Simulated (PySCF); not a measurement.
Start geometry of `[C](B)F` [triplet] from GFN2-xTB (Å):
```
atom  x, y, z in Å
B1    -0.5735   -0.0193    0.0014
C2     0.8344   -0.4591   -0.0303
F3     1.9931    0.1563   -0.0367
H4    -0.8031    1.1347    0.0328
H5    -1.4336   -0.8069   -0.0015
```

Task: What comes out of this run: PySCF, PBE0-D3(BJ)/def2-SVP geometry optimisation, gas phase?

Result: 
```
atom  x, y, z in Å
B1    -0.571   -0.025    0.002
C2     0.868   -0.488   -0.031
F3     1.956    0.202   -0.034
H4    -0.786    1.164    0.032
H5    -1.449   -0.848   -0.002
```

The energy falls by 1.8 kcal/mol over 5 energy and gradient evaluations, the largest force component goes from 0.0403 to 2.5e-04 Eh/bohr, and the atoms move by 0.039 Å rms after alignment. Among the bonds, B1–C2 and B1–H5 change most and about equally (+0.036 to +0.037 Å). Bonds longer at the end by more than 0.005 Å: 3 of 4; shorter: 1. Among the angles that change most is B1–C2–F3, from 134.7° to 129.8°. Rotational constants go from 111639, 9127, 8437 to 97248, 9380, 8555 MHz. The orientation of the end geometry is arbitrary; only internal coordinates are fixed.

The run used 52 basis functions and 34 SCF cycles in all. Time: 6.0 s. Hardware: one thread, x86-64 server, shared host.

Not checked by PBE0-D3(BJ)/def2-SVP frequencies. ⟨S²⟩ = 2.004 (exact for a triplet: 2.00). This triplet need not be the ground state; the singlet was not compared here.

One conformer stands for the species.
